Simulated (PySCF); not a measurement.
C₄H₇OS (doublet state).
SMILES with atom numbers: `[CH2:1][C:2](=[O:3])[C@@H:4]([CH3:5])[SH:6]` (hydrogens: H7, H8 on C1; H9 on C4; H10, H11, H12 on C5; H13 on S6)

Structure used (GFN2-xTB), in Å, numbered top down from 1:
```
atom  x, y, z in Å
C1     1.8973   -0.0740   -0.3106
C2     0.7575    0.6892   -0.0804
O3     0.7288    1.7517    0.5601
C4    -0.5470    0.1471   -0.6911
C5    -1.0088   -1.1075    0.0492
S6    -1.8022    1.4552   -0.5890
H7     2.8498    0.2732    0.0467
H8     1.8636   -0.9837   -0.8798
H9    -0.4000   -0.0795   -1.7507
H10   -0.2715   -1.9003   -0.0511
H11   -1.9543   -1.4554   -0.3605
H12   -1.1461   -0.8872    1.1060
H13   -0.9716    2.1716    0.2109
```

The hyperfine couplings belong to this conformer and change with its torsions.

Computed, not measured: PySCF 2.14.0, UKS B3LYP, pcH-1 on C H O S, non-relativistic, mean-field spin-orbit, GIAO. Isolated species at its GFN2-xTB geometry (one conformer only). Couplings are sensitive to structure, and on GFN2-xTB geometries they can be far from those on DFT ones. The SCF solution wasn't tested for stability.

Computed for the main isotopes (class means, splittings of 0.05 mT or more): g = 2.0051; H8 1H -50.5 MHz (1.80 mT); H7 1H -49.6 MHz (1.77 mT); H9 1H +12.7 MHz (0.45 mT); 8 first-order lines, 4.02 mT wide.

What changes when 1H at H8 is replaced by 2H?

At a fixed geometry a is proportional to g_N: 0.85744/5.58569 = 0.1535, so a goes from -50.5 to -7.8 MHz (0.276 mT). The spin goes from 1/2 to 1, so the 1:1 doublet becomes a 1:1:1 triplet. The spectrum then has 12 first-order lines over 2.77 mT.

| offset from centre (mT) | relative intensity |
| --- | --- |
| -1.39 | 1 |
| -1.11 | 1 |
| -0.93 | 1 |
| -0.83 | 1 |
| -0.66 | 1 |
| -0.38 | 1 |
| +0.38 | 1 |
| +0.66 | 1 |
| +0.83 | 1 |
| +0.93 | 1 |
| +1.11 | 1 |
| +1.39 | 1 |

Where do the 13C satellites of C1 appear, and how strong are they?

a = +62.8 MHz, or 2.24 mT in magnitude, and I = 1/2, so to first order each main line has two satellites, at ±1.12 mT. The isotope's abundance is about 1.07 %, shared among 2 lines, so each has 0.54 % of the main line's intensity.

Give position and intensity of the satellites from 13C at C2.

a = -41.8 MHz, or 1.49 mT in magnitude, and I = 1/2, so to first order each main line has two satellites, at ±0.74 mT. The isotope's abundance is about 1.07 %, shared among 2 lines, so each has 0.54 % of the main line's intensity.

Where do the 17O satellites of O3 appear, and how strong are they?

a = -22.4 MHz, or 0.80 mT in magnitude, and I = 5/2, so to first order each main line has six satellites, at ±0.40, ±1.20, ±2.00 mT. The isotope's abundance is about 0.038 %, shared among 6 lines, so each has 0.0063 % of the main line's intensity.

H7 and H8 aren't averaged: C1 is flat or nearly so (angle sum 360°), and its turn about the short C1–C2 bond (1.39 Å) is taken as slow.
